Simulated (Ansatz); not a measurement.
Two isomers of C3H5NO: A = `N/C=C/C=O`, B = `COC#CN`.

Isolated molecules relaxed with PBE0-D4/def2-TZVP in Ansatz; ΔE leaves out vibrations. CCSD(T)/CBS adds triple-zeta CCSD(T) − MP2 to the extrapolated MP2 energy (def2 sets, frozen cores). Functionals use def2-TZVPP. B3LYP here is the variant with VWN-RPA as its local correlation; programs differ in this. One conformer a species, not always the lowest.

(1) Which isomer does CCSD(T)/CBS put lower? Give the gap. (An estimate is asked.)

(2) Give E(B) − E(A) in kJ/mol with LDA (SPW92), B3LYP-D4, PBE-D4, CCSD(T)/def2-SVP, CCSD/def2-TZVPP, MP2/def2-TZVPP, ωB97M-V. (Estimate.)

(3) Does the order hold for the free energy at 298.15 K (harmonic terms from PBE0-D4)? (Estimate.)

Largest T1 diagnostic: 0.016.

Results:

(1) The calculation gave: A, by 226.8 kJ/mol.

(2) The calculation gave: LDA (SPW92) 234.4, B3LYP-D4 235.8, PBE-D4 241.3, CCSD(T)/def2-SVP 231.3, CCSD/def2-TZVPP 222.4, MP2/def2-TZVPP 226.6, ωB97M-V 228.0. None reverses the order clearly.

(3) The calculation gave: Yes: G(B) − G(A) = +227.6 kJ/mol, for one conformer each. Modes under 60 cm⁻¹, often nearly free rotors, make the harmonic entropy too high.

From r2SCAN to r2SCAN0 (25 % exact exchange), in def2-TZVPP and without D4, E(B) − E(A) moves by −8.0 kJ/mol. Leaving LDA and LC-ωPBE aside and taking each functional with its dispersion term where it has one, the values, not all of them listed here, spread over 21.6 kJ/mol, from ωB97M-V to B97M-V. LDA lies −5.3 kJ/mol from PBE without D4.
